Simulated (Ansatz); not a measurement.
**BH$_{3}$, triplet: the ladder up to full CI**

Geometry: a point of a stretch scan, not a stationary point.

```yaml
atoms:
  - { symbol: B, position_ang: [-0.1327, 0.0226, 0.1342] }
  - { symbol: H, position_ang: [0.2936, 0.5616, -0.9467] }
  - { symbol: H, position_ang: [0.5917, 0.0225, 1.0738] }
  - { symbol: H, position_ang: [0.5381, -0.8260, -1.5670] }
```

Basis cc-pVDZ; Ansatz 0.2.0. Only valence electrons are correlated (noble-gas cores frozen), which leaves 6 electrons in 28 orbitals. Prefix R: restricted or restricted open-shell reference; prefix U: unrestricted. Active spaces: pair = (4e, 4o) about the gap; valence = (6e, 7o) chosen from the atoms' valence shells.

Full CI is exact within this basis and frozen core; it isn't the basis-set limit. The frozen core follows each run's orbitals, which can shift R against U totals by a few meV.

For open shells CISD is restricted-active-space CI with the open shells as a complete middle space.

```
UHF ⟨S²⟩                          : 2.019
T1 diagnostic (RCCSD)             : 0.0402
largest doubles amplitude (RCCSD) : 0.051
T1 diagnostic (UCCSD)             : 0.0238
```

| level | E − E(RHF) (eV) |
| --- | --- |
| UHF | -0.1096 |
| RMP2 | -2.0605 |
| UMP2 | -2.0892 |
| RCCSD | -2.7221 |
| UCCSD | -2.7229 |
| RCCSD(T) | -2.7732 |
| UCCSD(T) | -2.7732 |

Task: Estimate how far full CI in cc-pVDZ lies from RCCSD(T). The table doesn't fix it; the size of (T) and the diagnostics are the guide.

Result: Full CI in cc-pVDZ lies 2.1 kJ/mol below RCCSD(T), which is 42 % of the (T) step (-4.9 kJ/mol). T1 is raised, and the rest is a large part of (T).

The other levels:

```csv
level,E − E(full CI) (kJ/mol),share of correlation (%),wall time
CISD,13.2,95.09,0.27 s
BCCD(T),2.0,99.26,0.39 s
RCCSDT,0.1,99.96,–
UCCSDT,0.1,99.96,–
RCCSDT(Q),0.0,99.99,2.8 s
UCCSDT(Q),0.0,100.00,2.7 s
CASSCF (pair space),230.1,14.64,–
NEVPT2 (pair space),69.9,74.07,0.18 s
MRCISD (pair space),15.8,94.12,–
MRCISD+Q (pair space),4.2,98.43,0.3 s
CASSCF (valence space),160.1,40.63,–
NEVPT2 (valence space),46.3,82.84,1.3 s
MRCISD (valence space),5.9,97.82,–
MRCISD+Q (valence space),1.0,99.63,1.8 s
```

The correlation energy at full CI, counted from RHF, is -2.794 eV. That run took 40 s on 1 thread of Arm Neoverse V2, shared host over 10,732,176 determinants.

Times hold each run's SCF and search for its determinant on a shared host, so for small cases they say little of a method's own cost; they ran on 1 thread of Arm Neoverse V2.

The full-CI state has the irrep A of C1, in the program's axes.

Natural occupations of full CI about the gap: 1.957 1.938 0.996 0.988 0.034 0.022 0.018 0.008 0.008 0.006; effectively unpaired electrons, Σ n²(2−n)², 2.03.
